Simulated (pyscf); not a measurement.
Structures and frequencies: ωB97X-D3(BJ)/def2-SVP in PySCF. Correlated levels are frozen-core, on RHF or UHF. ΔMP2 is the change of the MP2 total energy from the triple- to the quadruple-zeta basis.

Task: PBE/def2-TZVP puts the barrier of `[CH]#[CH]` + `[ClH]` → `[CH2]=[CH][Cl]` (addition across a multiple bond or ene-type step; singlet surface; Cl–H broken, C–Cl, C–H formed) at 1.49 eV and the reaction energy at -1.62 eV, from the separated reactants. What do B3LYP-D3(BJ)/def2-TZVP, M06-2X/def2-TZVP, CCSD(T)/def2-TZVPP + ΔMP2(QZVPP) give on the same structures?

Result: B3LYP-D3(BJ): ΔE‡ = 1.76 eV, ΔE = -1.51 eV; M06-2X: ΔE‡ = 1.95 eV, ΔE = -1.47 eV; CCSD(T): ΔE‡ = 2.07 eV, ΔE = -1.35 eV. PBE's barrier lies under all of them, by 0.27 to 0.58 eV. Its reaction energy lies under all of them, by 0.12 to 0.28 eV. Low barriers are usual for a GGA, whose delocalisation error favours stretched bonds. This is the saddle that the search found; another between the same sides may lie lower. The CCSD(T) − MP2 part came from Ansatz, without density fitting, on the same reference.
